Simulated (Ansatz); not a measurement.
A nudged elastic band was laid between two geometries of FH + H3N + H4Si (11 atoms, charge 0, multiplicity 1).

All numbers below come from UKS B3LYP-D4/6-31G in Ansatz.

* movable images: 5
* climbing image: yes
* spring: 5.0 eV/Å²
* optimiser: quadratic models (default)
* start path: through a guess of the saddle point
* force threshold: 0.05 eV/Å
* iteration limit: 60
* end points: relaxed

Image 0:

```xyz
11
Properties=species:S:1:pos:R:3
Si -0.714 0.860 -1.699
H -0.210 -0.486 -1.251
H -1.083 0.705 -3.154
H 0.370 1.881 -1.591
H -1.942 1.233 -0.936
H 0.318 0.288 1.406
F 0.008 1.230 1.218
H 0.594 -1.553 0.563
N 0.753 -1.206 1.505
H 1.736 -1.262 1.759
H 0.169 -1.689 2.181
```

Image 6:

```xyz
11
Properties=species:S:1:pos:R:3
Si -0.724 1.211 -0.682
H 0.971 -2.169 -1.622
H -1.499 -0.054 -0.855
H 0.701 1.113 -1.117
H -1.392 2.285 -1.503
H 0.109 0.207 1.818
F -0.857 1.819 0.922
H 0.774 -1.692 -1.085
N 0.464 -0.588 1.304
H 1.471 -0.676 1.318
H -0.017 -1.456 1.500
```

Problem. What changes between the two ends?

Solution. Bonds broken: Si1–H2, H6–F7, H8–N9. Bonds formed: Si1–F7, H2–H8, H6–N9. FH + H3N + H4Si becomes FH3Si + H2 + H3N.

Problem. What energy profile does the band end with?

Solution. It converged. The highest image is number 2 of 0 to 6, 100.2 kJ/mol above the first end and 122.5 kJ/mol above the last; the last end lies 22.3 kJ/mol below the first. A vibrational analysis at the climbing image gives one clearly imaginary mode, 455i cm⁻¹: a first-order saddle point. The orbitals stay closed-shell, which can raise the energy where a bond breaks towards radicals; this wasn't checked here. Limits of this set-up: no polarisation functions.

| image | path coordinate (Å) | energy (kJ/mol) | Si1–H2 (Å) | H6–F7 (Å) | H8–N9 (Å) |
| --- | --- | --- | --- | --- | --- |
| 0 | 0.00 | 0.0 | 1.51 | 1.01 | 1.02 |
| 1 | 1.44 | 17.3 | 1.50 | 1.02 | 1.02 |
| 2 | 2.89 | 100.2 | 1.74 | 1.55 | 1.13 |
| 3 | 3.91 | 9.2 | 2.53 | 1.87 | 1.90 |
| 4 | 4.94 | -12.6 | 3.26 | 2.00 | 2.32 |
| 5 | 5.96 | -18.4 | 3.65 | 2.02 | 2.45 |
| 6 | 6.98 | -22.3 | 3.90 | 2.08 | 2.65 |

Problem. What is the geometry of the highest image?

Solution. 
```xyz
11
Properties=species:S:1:pos:R:3
Si -0.611 0.935 -1.181
H 0.408 -0.440 -0.861
H -1.417 0.052 -2.117
H 0.567 1.580 -1.887
H -1.551 2.131 -1.054
H 0.036 -0.229 1.455
F -0.736 0.854 0.669
H 0.722 -0.968 0.215
N 0.692 -1.061 1.345
H 1.608 -0.911 1.767
H 0.283 -1.943 1.649
```

Problem. What are the harmonic wavenumbers there?

Solution. 455i, 130, 189, 303, 309, 416, 460, 549, 720, 837, 919, 984, 1055, 1087, 1248, 1395, 1581, 1679, 1693, 1732, 2001, 2054, 2078, 2095, 2865, 3509, 3608 cm⁻¹.

The run took 2.5 min on 1 thread of AMD EPYC 9R45 96-Core Processor (Zen 5) (shared host), peak memory 0.16 GiB.
